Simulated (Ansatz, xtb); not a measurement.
# Loss of CH4: C2H4F2O → COF2 + CH4

Species: C2H4F2O `COC(F)F`, singlet; COF2 (carbonyl fluoride) `O=C(F)F`, singlet; CH4 (methane) `C`, singlet. 

Shapes, held fixed at every level: PBE0-D4/def2-TZVP. Flexible molecules stand in one conformer, not always the lowest. Programs: Ansatz 0.2.0, xtb 6.7.1. The zero-point and thermal change to 298 K, harmonic and unscaled (PBE0-D4/def2-TZVP), is -12.8 kJ/mol.

```csv
level,kind,ΔH(298 K) (kJ/mol),less CCSD(T)/CBS estimate
GFN1-xTB,semi-empirical,-0.2,+33.9
HF/def2-SVP,Hartree–Fock,-40.5,-6.4
HF/def2-TZVPP,Hartree–Fock,-47.1,-13.0
PBE-D4/def2-TZVPP,GGA,-47.7,-13.6
r2SCAN-D4/def2-TZVPP,meta-GGA,-44.1,-10.0
B3LYP-D4/def2-TZVPP,global hybrid,-46.0,-11.9
PBE0-D4/def2-TZVPP,global hybrid,-34.4,-0.3
r2SCAN0-D4/def2-TZVPP,global hybrid,-33.0,+1.1
CCSD(T)/CBS estimate,coupled cluster or CI,-34.1,0.0
```

The highest level, CCSD(T)/CBS estimate, gives ΔH(298 K) = -34.1 kJ/mol; the levels span -47.7 to -0.2. The column of differences is taken from that level and isn't an error. No measured value is set beside it here. The CBS estimate extrapolates MP2 from def2-TZVPP and def2-QZVPP and adds CCSD(T) − MP2 in the triple-zeta set, cores frozen.
